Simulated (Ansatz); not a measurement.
System: dihydrogen, H$_{2}$, net charge 0, singlet state. 
Structure (B3LYP-D3(BJ)/def2-TZVP (Ansatz, an electronic-structure program) minimum search):
SMILES: [H][H]
```xyz
2

H      0.0000     0.0000    -0.3720
H      0.0000     0.0000     0.3720
```
Charge 0, spin multiplicity 1.

Basis-set convergence of Hartree-Fock and CCSD correlation energies (hartree) with Ansatz. Spin-orbit coupling is left out. No relativistic terms.

```json
[
 {"basis": "aug-cc-pVDZ", "functions": "18", "E(HF)": "-1.12881", "E(corr, CCSD)": "-0.03588"},
 {"basis": "aug-cc-pVTZ", "functions": "46", "E(HF)": "-1.13299", "E(corr, CCSD)": "-0.03964"},
 {"basis": "aug-cc-pVQZ", "functions": "92", "E(HF)": "-1.13343", "E(corr, CCSD)": "-0.04043"}
]
```

Extrapolating the two largest sets (X = 3 and 4) as X^-3: E(corr) = (64·(-0.04043) - 27·(-0.03964))/37 = -0.0410 Eh, an estimate of the basis-set limit. The largest set recovers 98.6 % of it, the smallest 87.5 %.
